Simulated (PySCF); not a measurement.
Compound: C5H6O.
Bonds: C1–C2 (double), C2–C3, C3–C4 (double), C3–C5, C5–O6 (double). Hydrogens: H7, H8 on C1; H9 on C2; H10, H11 on C4; H12 on C5.

The same species was optimised twice, with GFN2-xTB and with PBE0-D3(BJ)/def2-SVP (PySCF), and the same property calculations (PySCF, gas phase) were run on both structures.

```csv
coordinate,GFN2-xTB,PBE0-D3(BJ)/def2-SVP,change
C3–C5 (Å),1.479,1.495,+0.016
C1=C2 (Å),1.327,1.340,+0.013
C2–C3 (Å),1.459,1.465,+0.006
C3=C4 (Å),1.342,1.346,+0.004
C5=O6 (Å),1.204,1.205,+0.001
C2–C3–C4 (°),121.1,121.9,+0.8
C3–C5–O6 (°),124.7,123.9,-0.8
C4–C3–C5 (°),117.8,117.4,-0.4
C2–C3–C5 (°),121.1,120.8,-0.3
C1–C2–C3 (°),127.6,127.5,-0.1
C1–C2–C3–C4 (°),180,180,0
C2–C3–C5–O6 (°),180,-179,+1
```

Rotational constants: A = 6558, B = 2744, C = 1934 MHz (GFN2-xTB) against A = 6493, B = 2718, C = 1916 MHz (PBE0-D3(BJ)/def2-SVP). Atoms that the bonding makes alike are paired by their places after alignment.

On the GFN2-xTB structure: lowest singlet, TDDFT (eV) 3.66 [wB97X-D/def2-SVPD]; lowest triplet, Tamm–Dancoff (eV) 2.94 [wB97X-D/def2-SVPD]; isotropic polarisability (au) 66.0 [wB97X-D/def2-SVPD]; HOMO (eV) -9.11 [wB97X-D/def2-SVPD]; LUMO (eV) -0.37 [wB97X-D/def2-SVPD]; dipole (D) 2.87 [wB97X-D/def2-SVPD]; HOMO (eV) -7.32 [PBE0/pcSseg-1]; LUMO (eV) -2.06 [PBE0/pcSseg-1]; dipole (D) 2.73 [PBE0/pcSseg-1]; GIAO shielding of C1 (ppm) 67.1 [PBE0/pcSseg-1]; GIAO shielding of C2 (ppm) 43.2 [PBE0/pcSseg-1]; GIAO shielding of C3 (ppm) 43.2 [PBE0/pcSseg-1]; GIAO shielding of C4 (ppm) 48.9 [PBE0/pcSseg-1]; GIAO shielding of C5 (ppm) -5.0 [PBE0/pcSseg-1]; GIAO shielding of O6 (ppm) -340.6 [PBE0/pcSseg-1].

What do these properties become on the PBE0-D3(BJ)/def2-SVP structure?

| property | level | on GFN2-xTB | on PBE0-D3(BJ)/def2-SVP | change |
| --- | --- | --- | --- | --- |
| lowest singlet, TDDFT (eV) | wB97X-D/def2-SVPD | 3.66 | 3.69 | +0.03 |
| lowest triplet, Tamm–Dancoff (eV) | wB97X-D/def2-SVPD | 2.94 | 2.91 | -0.03 |
| isotropic polarisability (au) | wB97X-D/def2-SVPD | 66.0 | 67.2 | +1.2 |
| HOMO (eV) | wB97X-D/def2-SVPD | -9.11 | -9.08 | +0.03 |
| LUMO (eV) | wB97X-D/def2-SVPD | -0.37 | -0.36 | +0.01 |
| dipole (D) | wB97X-D/def2-SVPD | 2.87 | 2.82 | -0.05 |
| energy, GFN2-xTB geometry as zero (kcal/mol) | wB97X-D/def2-SVPD | 0.0 | -0.7 | -0.7 |
| HOMO (eV) | PBE0/pcSseg-1 | -7.32 | -7.28 | +0.04 |
| LUMO (eV) | PBE0/pcSseg-1 | -2.06 | -2.05 | +0.01 |
| dipole (D) | PBE0/pcSseg-1 | 2.73 | 2.68 | -0.05 |
| energy, GFN2-xTB geometry as zero (kcal/mol) | PBE0/pcSseg-1 | 0.0 | -0.3 | -0.3 |
| GIAO shielding of C1 (ppm) | PBE0/pcSseg-1 | 67.1 | 63.5 | -3.6 |
| GIAO shielding of C2 (ppm) | PBE0/pcSseg-1 | 43.2 | 40.8 | -2.4 |
| GIAO shielding of C3 (ppm) | PBE0/pcSseg-1 | 43.2 | 41.2 | -2.0 |
| GIAO shielding of C4 (ppm) | PBE0/pcSseg-1 | 48.9 | 47.7 | -1.2 |
| GIAO shielding of C5 (ppm) | PBE0/pcSseg-1 | -5.0 | -5.3 | -0.3 |
| GIAO shielding of O6 (ppm) | PBE0/pcSseg-1 | -340.6 | -339.3 | +1.3 |

The heavy atoms differ by 0.012 Å rms after alignment. Among bonds between heavy atoms C3–C5 changes most (+0.016 Å). Changes are differences of the printed values. Neither structure is proved a minimum here.

Shape of the structure used: `[CH2:1]=[CH:2][C:3](=[CH2:4])[CH:5]=[O:6]`: C1–C2–C3–C4 180°, C2–C3–C5–O6 -179°.

Note: wB97X-D ran without an empirical dispersion term, which enters the total energy and its gradient alone.
